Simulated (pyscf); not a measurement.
Thermochemistry of product channels of HO–Si(OH)(OH)–F + OH• on the doublet surface, in eV, from ωB97M-D3(BJ)/def2-TZVP energies (ideal gas, 1 atm, RRHO with modes under 100 cm⁻¹ raised to 100, one conformer, R ln 2 for chiral ones without a mode under 150 cm⁻¹). Single points on ωB97X-D3(BJ)/def2-SVP structures (PySCF, gas phase).

```csv
products,ΔE,ΔH(298 K),ΔG(298 K),ΔG(1200 K)
H₂O + HO–Si•(OH)–F + O [triplet],+5.42,+5.39,+4.95,+3.65
•O–Si(OH)(OH)–OH + HF,+0.56,+0.58,+0.57,+0.55
•O–Si(OH)(OH)–F + H₂O,+0.21,+0.25,+0.21,+0.13
```

These are energies of the channels, which say nothing of barriers. Left out: orbital degeneracy and the spin-orbit lowering of OH, O.
